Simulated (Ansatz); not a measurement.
# AlSiH3 (triplet): from Hartree-Fock to the top rungs at distance Al1–H4 along a hydrogen transfer = 1.586 Å, cc-pVTZ

One table from this session's results is given with a row withheld; the runs are named, their logs left out.

The runs use Ansatz 0.2.0, Gaussian basis; cc-pVTZ, core rule «outside noble gas», up to 10 orbitals frozen.

Plan: UHF; CCSD(T) on ROHF; CCSD(T) on UHF; BCCD(T) on ROHF; CISD; CCSDT(Q) on ROHF; CCSDT(Q) on UHF; CASSCF and NEVPT2, 4 electrons in 4 orbitals.

5 further runs of the same task are left out: 5 for a known fault of the program.

## What is computed

The geometry derives from fragments relaxed apart (PBE0/def2-TZVP) and kept rigid, so it is no stationary point. A hydrogen atom is moved between rigid fragments.

5 atoms, charge 0, spin multiplicity 3.

Atoms are counted from 1 here; the program's logs count them from 0.

Bond lengths: Al1–H2 1.586 Å, Al1–H3 1.586 Å, Al1–H4 1.586 Å. Angles: H2–Al1–H3 120.0°, H2–Al1–H4 120.0°, H3–Al1–H4 120.0°.

Coordinates:

```
Al   -1.6941    0.0000    0.0000
H    -2.4870    1.3734    0.0000
H    -2.4870   -1.3734    0.0000
H    -0.1082    0.0000    0.0000
Si    1.8099    0.0000    0.0000
```

Set-up of the first run:

in.yaml

```yaml
crystal:
  periodic: [false, false, false]
  atoms:
    - {symbol: Al, position_ang: [-1.694098, 0.000000, 0.000000]}
    - {symbol: H, position_ang: [-2.487021, 1.373384, 0.000000]}
    - {symbol: H, position_ang: [-2.487021, -1.373384, 0.000000]}
    - {symbol: H, position_ang: [-0.108250, 0.000000, 0.000000]}
    - {symbol: Si, position_ang: [1.809902, 0.000000, 0.000000]}
basis:
  gaussian: {orbitals: cc-pVTZ}
magnetization: {spin_polarized: true, initial_magnetization: 2}
hamiltonian: {xc: hf}
output: {orbitals: {seedname: orbitals}}
```

Launch:

```bash
ansatz run in.yaml --threads 1 --pin off --events-out ev --progress --plain --max-ram 8192MiB --backend cpu
```

Among the steps run: UHF; CCSD(T) on ROHF; CCSD(T) on UHF; BCCD(T) on ROHF; CISD; CCSDT(Q) on ROHF; CCSDT(Q) on UHF; CASSCF and NEVPT2, 4 electrons in 4 orbitals.

One table of the session follows, with a row left open; its other results are not shown here.

```
   method  from UCCSDT(Q) (kJ/mol)
     ROHF                   +558.4
      UHF                   +544.6
     RMP2                   +123.4
     UMP2                   +126.6
     CISD                    +62.7
    RCCSD                    +20.5
    UCCSD                        ?
 RCCSD(T)                     +4.5
 UCCSD(T)                     +4.5
  BCCD(T)                     +4.5
   RCCSDT                     +0.8
   UCCSDT                     +0.6
RCCSDT(Q)                     +0.1
UCCSDT(Q)                        0
```

**Question.** Estimate the row for UCCSD.

The run gave: from UCCSDT(Q) (kJ/mol): +20.0. In the column «from UCCSDT(Q) (kJ/mol)» it lies between BCCD(T) (+4.5) and RCCSD (+20.5).

Limits of these values: Left out of the table: CASSCF pair, NEVPT2 pair (the active space lost an orbital or holds another state than full CI finds). Restricted and unrestricted rows rest on different reference determinants; where their highest levels disagree by more than a few hundredths of an eV, they describe different states and don't form one ladder. Warnings in the runs' records: passed over end.
